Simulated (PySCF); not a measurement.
Compound: C4H6 (triplet state).
Structure used (GFN2-xTB), in Å, numbered top down from 1:
```xyz
10
C4H6 angstrom
C     -0.7231    1.0853   -0.5168
C      0.0009    0.0009   -0.0016
C      1.3817    0.1171    0.2110
C     -0.6560   -1.2002    0.3002
H     -1.7813    1.0136   -0.6858
H     -0.2360    2.0121   -0.7556
H      1.9519   -0.7041    0.6030
H      1.9012    1.0294   -0.0145
H     -1.7129   -1.3079    0.1422
H     -0.1175   -2.0414    0.6953
```

As a line formula: `[CH2]C([CH2])=C` [triplet].

Level of theory: UKS B3LYP, pcH-1 on C H, non-relativistic, mean-field spin-orbit, GIAO (PySCF 2.14.0). Spin–spin part from the singly occupied natural orbitals, spin–orbit part to second order with van Wüllen's prefactor. Isolated species at its GFN2-xTB geometry, gas phase. Couplings are sensitive to structure, and on GFN2-xTB geometries they can be far from those on DFT ones. The SCF solution wasn't tested for stability.

Problem. Give D and E of this S = 1 state, with their spin–spin and spin–orbit parts.

Solution. D = +0.053 cm⁻¹ and E = 0.000 cm⁻¹, with E given the sign of D (E/D = 0.00; 0 is axial, 1/3 the rhombic limit). Point group D3h requires E = 0. Diagonalised alone, the spin–spin tensor gives D = +0.053, E = 0.000 and the spin–orbit tensor D = 0.000, E = 0.000 cm⁻¹; in size the spin–spin D is over 90 times the other. The largest Mulliken spin populations are on C1 (+0.86), C3 (+0.86), C4 (+0.86) and C2 (-0.34). Three atoms exceed +0.15. The positive populations add up to 2.57 and the negative ones to -0.57, together 2S = 2. The angles at C1 add up to 360.0°, so it is planar.

Problem. What is D as a frequency, a field and a temperature?

Solution. D = +1.58 GHz = +56.2 mT (with g_iso = 2.0026) = +0.076 K = +6.5 μeV.

Problem. What are the three sublevel energies at zero field and the gaps between them?

Solution. With H = D(Sz² − 2/3) + E(Sx² − Sy²): Tz at -0.035 cm⁻¹, Tx at +0.018 cm⁻¹, Ty at +0.018 cm⁻¹. The gaps are |D| − |E| = 1.58 GHz, |D| + |E| = 1.58 GHz and 2|E| = 0.00 GHz.

Problem. How are these sublevels filled in thermal equilibrium at 1.5 K and zero field?

Solution. kT = 1.04 cm⁻¹, so the Boltzmann shares are Tz 34.5 %, Tx 32.8 %, Ty 32.8 %.

Problem. Where do the strong lines fall at 9.696 GHz with the field along each axis of D (isotropic g = 2.0026, hyperfine left aside, microwave field at right angles)?

Solution. From exact diagonalisation up to 1000 mT, keeping lines above a fifth of the strength of a high-field Δm = ±1 line:

| field along | resonance fields (mT) |
| --- | --- |
| x | 317, 373 |
| y | 317, 373 |
| z | 290, 402 |

Without D the line would be at 346 mT. The microwave quantum is 0.323 cm⁻¹, against |D| + |E| = 0.053 cm⁻¹; each axis gives a pair, one line on either side of the centre.

Natural occupations around the open shell: 1.987, 1.000, 1.000, 0.013. ⟨S²⟩ = 2.0315 against the exact 2.0000, so spin contamination is small.

Principal g values: 2.0022, 2.0028, 2.0028.
